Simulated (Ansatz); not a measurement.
We consider white tin (β-Sn), described by r²SCANh (Ansatz, a first-principles code, plane waves, PAW).

Input:

Ansatz 0.2 input:
```yaml
crystal:
  lattice:
    - [-2.9426400628, 2.9426400628, 1.5939134025]
    - [2.9426400628, -2.9426400628, 1.5939134025]
    - [2.9426400628, 2.9426400628, -1.5939134025]
  atoms:
    - { symbol: Sn, position: [0.25, 0.75, 0.5] }
    - { symbol: Sn, position: [0.0, 0.0, 0.0] }
kpoints:
  mp_grid: { grid: [14, 14, 14] }
hamiltonian:
  xc: r2scanh
  pseudopotentials: { kind: paw }
  dispersion: none
scf:
  occupations: { method: fermi_dirac, width: 0.1 }
output:
  forces: true
  stress: true
  eigenvalues: true
basis:
  ecutwfc: 500
  ecutrho_ratio: 4
  xc_grid: 3
magnetization:
  spin_polarized: false
```

Output (set-up and result lines):

```
WARN output.stress: scf.convergence.dr2_threshold = 1e-7 eV (the SCF's general default) is looser than the 2e-10 eV advised for a printed stress (1e-10 eV for …
WARN output.stress: scf.exx.energy_threshold = 1e-6 eV is looser than the 2e-8 eV advised for a stress under a hybrid functional (1e-8 eV for each atom of the …
Crystal: 2 atoms, lattice volume = 55.208 Å³
Basis set: ecut = 500 eV, 1389 PW (Γ), exchange–correlation on 108×108×108 points (27 copies of the dense FFT grid, shifted against one another)
Bands: 18, of which v1, the nominal top of the filled ones, is band 14 counted from 1 (13 counted from 0)
Symmetry: 16 space group operations
Space group: I41/amd (ITA 141), of the structure as read, at distance tolerance 3.8e-5 Å
k-points: 244 of 2744
Functional: x = r2scan, c = r2scan; τ floored in thin density (d = 2e-4 eV/Å³), warm-up for x = 0.9 r2scan + 0.1 exact, c = r2scan; τ floored in thin density (d = 2e-4 eV/Å³)
SCF iter   1: F=—  HF=-12077.021067 eV  |F-HF|=—  |Δ(HF+E_count)|=         —  Δρ=5.09e-3  dr2=6.01e-3  dr2_τ=1.63e-3
SCF iter   2: F=—  HF=-12077.041585 eV  |F-HF|=—  |Δ(HF+E_count)|=   2.05e-2  Δρ=2.91e-3  dr2=2.35e-3  dr2_τ=3.78e-5
  ...
SCF 1 converged in 8 iterations: F = -12077.042439 eV  dr2 = 6.74e-11
Crystal: 2 atoms, lattice volume = 55.208 Å³
Initial density: handed on by an earlier stage of this run
Functional: x = 0.9 r2scan + 0.1 exact, c = r2scan; τ floored in thin density (d = 2e-4 eV/Å³)
Crystal: 2 atoms, lattice volume = 55.208 Å³
SCF iter   2: F=—  HF=-12076.880025 eV  |F-HF|=—  |Δ(HF+E_count)|=   4.54e-8  Δρ=3.16e-6  dr2=1.43e-8  dr2_τ=3.33e-10
SCF iter   3: F=-12076.880025 eV  HF=-12076.880025 eV  |F-HF|=9.97e-10  |Δ(HF+E_count)|=   6.78e-8  Δρ=2.29e-6  dr2=1.42e-9  dr2_τ=1.20e-9
SCF 3 converged in 3 iterations: F = -12076.880025 eV  dr2 = 1.42e-9
Free energy (F): -12076.880025 eV
Internal energy: -12076.854192 eV  (E = F + TS)
E sigma→0 (E₀):  -12076.867108 eV
Fermi energy:    10.384958 eV
--- Forces (eV/Å), atoms counted from 1 ---
  atom   1  Sn    -0.00000000     0.00000000     0.00000000
  atom   2  Sn     0.00000000     0.00000000     0.00000000
--- Stress (GPa, compression-positive) ---
       -0.798429       0.000000       0.000000
        0.000000      -0.798429      -0.000000
        0.000000      -0.000000      -0.140173
  P = ⅓ Tr σ = -0.5790 GPa (-5.790 kbar)
```

The PAW data were made under PBE.

Note: exact exchange on metals is sensitive to the k mesh and can open a false gap. Note: the run warned that the count of filled bands differs between k points. Note: cell and atoms aren't relaxed at this level (pressure -0.6 GPa).
